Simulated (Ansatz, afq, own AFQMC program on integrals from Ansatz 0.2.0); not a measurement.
# BNH$_{2}$, triplet: a scan with AFQMC

```xyz
4

B     0.0000    0.0000    0.8588
N     0.0000    0.0000   -0.5086
H     0.0000   -0.8409   -1.0720
H     0.0000    0.8409   -1.0720
```

The B1–N2 distance is changed with both sides rigid. Energies in mEh count from this geometry (1.367 Å) at the same level; the start stands on UHF, each point on the determinant named.

Basis cc-pVDZ. Only valence electrons are correlated. Ansatz 0.2.0 and our own AFQMC program on the same integrals; the CISD trial comes from CCSD amplitudes, and released means the phaseless constraint is let go. Error bars are statistical, one sigma.

Cautions, each for one point or more: an unrestricted solution with more broken spin lies lower; higher spins were not checked; lower spins were not checked; raised T1 diagnostic.

```
r(B1–N2) / Å  det.     T1  weight  ⟨S²⟩   PBE0    MP2  CCSD(T)
       1.235   UHF  0.015    0.92  2.02   20.7   24.1     24.7
       1.507   UHF  0.021    0.91  2.02   12.2   10.1      9.3
       1.925   UHF  0.040    0.87  2.01  106.3  105.4     98.1
       2.487  UHF†  0.019    0.88  2.04  135.1  135.9    115.9
       3.663  UHF†  0.010    0.89  2.02  147.1  142.3    122.4
```

Q: Estimate the curve of CCSDT(Q), counted from the same start.

A: 
```json
{"r(B1–N2) / Å": "1.235", "det.": "UHF", "T1": "0.015", "weight": "0.92", "⟨S²⟩": "2.02", "CCSDT(Q)": "24.9", "ph-AFQMC/CISD": "25.2 ± 0.5", "released AFQMC": "24.7 ± 0.8*"}
{"r(B1–N2) / Å": "1.507", "det.": "UHF", "T1": "0.021", "weight": "0.91", "⟨S²⟩": "2.02", "CCSDT(Q)": "9.0", "ph-AFQMC/CISD": "9.4 ± 0.6", "released AFQMC": "9.1 ± 0.8"}
{"r(B1–N2) / Å": "1.925", "det.": "UHF", "T1": "0.040", "weight": "0.87", "⟨S²⟩": "2.01", "CCSDT(Q)": "96.2", "ph-AFQMC/CISD": "98.1 ± 0.8", "released AFQMC": "97.5 ± 1.1"}
{"r(B1–N2) / Å": "2.487", "det.": "UHF†", "T1": "0.019", "weight": "0.88", "⟨S²⟩": "2.04", "CCSDT(Q)": "115.9", "ph-AFQMC/CISD": "116.4 ± 0.6", "released AFQMC": "116.7 ± 0.9"}
{"r(B1–N2) / Å": "3.663", "det.": "UHF†", "T1": "0.010", "weight": "0.89", "⟨S²⟩": "2.02", "CCSDT(Q)": "122.6", "ph-AFQMC/CISD": "123.1 ± 0.5", "released AFQMC": "–"}
```

Weight is that of the determinant in the CISD state; at the start T1 is 0.017 and the weight 0.91, and ⟨S²⟩ is 2.02. An asterisk marks released energies that aren't shown to be converged. A dagger marks points whose determinant fills other symmetries than the start's, so the wave-function levels may follow another state there, or a degenerate partner. A dash marks a missing value, a released energy that hasn't settled or a functional that sits on another state. Largest departures from CCSDT(Q), at the points where its series has closed: CCSD(T) 1.9 mEh at 1.925 (on UHF), ph-AFQMC/CISD 1.9 mEh at 1.925 (on UHF), released AFQMC 1.3 mEh at 1.925 (on UHF) (within the noise), PBE0 10.1 mEh at 1.925, MP2 20.0 mEh at 2.487 (on UHF). Functionals count only at points shown to share the start's state and spin. In this small basis the wave-function levels are far from their limit, so their gap to the functionals isn't the functionals' error.

A walk keeps the symmetry of its determinant, which the program's search chose and which needn't be the lowest solution, so a lower state of the same spin and another symmetry isn't excluded.
